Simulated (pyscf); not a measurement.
This saddle point was located with ωB97X-D3(BJ)/def2-SVP in PySCF.

```xyz
12

C      0.7875     0.3957     0.9007
Si    -0.5259     0.8530    -1.9123
Cl    -1.7393     2.4451    -1.3482
H      0.3126     0.4845    -0.5730
H      1.3415    -0.5522     0.8861
H      1.4341     1.2819     0.9477
H     -1.4068    -0.2585    -2.3724
H      0.3317     1.3052    -3.0446
C     -0.4910     0.4407     1.6902
H     -1.1242    -0.4379     1.4845
H     -0.2947     0.4537     2.7781
H     -1.0761     1.3430     1.4500
```
Charge 0, spin multiplicity 2.

Surface: doublet, charge 0. Lowest wavenumbers (cm⁻¹): 1148i, 26, 69, 103, 173.

Problem. Name the species on either side of this saddle.

Solution. H₃C–CH₃ + •H₂Si–Cl ⇌ •H₂C–CH₃ + H₃Si–Cl, a hydrogen abstraction read from left to right: C–H broken and H–Si formed. At ωB97M-D3(BJ)/def2-TZVP it lies +0.84 eV from the left side and +0.34 eV from the right (each side as separated species at their lowest minima found). This is the saddle that the search found; another between the same sides may lie lower. The angle at the transferred H is 163°.
